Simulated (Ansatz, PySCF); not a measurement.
Si(H)4 cation (H4Si), SMILES [SiH4] (connectivity only; charge and spin as stated), charge +1, multiplicity 2. Atoms are numbered in the order given.

```xyz
5

Si     0.0000     0.0000     0.0000
H     -1.5315     0.0000     0.0000
H      0.0000    -1.5315     0.0000
H      0.0000     1.5315     0.0000
H      1.5315     0.0000     0.0000
```
Charge +1, spin multiplicity 2.

Geometry optimised at ωB97X-D3(BJ)/def2-TZVPD. The multiplicity is an assumed one; other spin states were not compared. The isomer is the one that the SMILES or the coordinates give; other isomers of the formula were not compared.

Two levels are set side by side: PBE-D3(BJ)/def2-TZVPD (Ansatz, a program for electronic structure) and ωB97X-D3(BJ)/def2-TZVPD (PySCF). Each level has its own optimised geometry; the coordinates shown are those of the second. Differences are taken from unrounded values.

| quantity | ωB97X-D3(BJ) | PBE-D3(BJ) | PBE-D3(BJ) minus ωB97X-D3(BJ) |
|---|---|---|---|
| mean bond length (Å) | 1.532 | 1.549 | 0.017 |
| bond Si1–H2 (Å) | 1.532 | 1.549 | 0.017 |
| bond Si1–H3 (Å) | 1.532 | 1.549 | 0.017 |
| bond Si1–H4 (Å) | 1.532 | 1.549 | 0.017 |
| bond Si1–H5 (Å) | 1.532 | 1.549 | 0.017 |

GGA bonds tend to be longer and softer than those of functionals with exact exchange. Differences between two approximate levels are no errors against the true value.
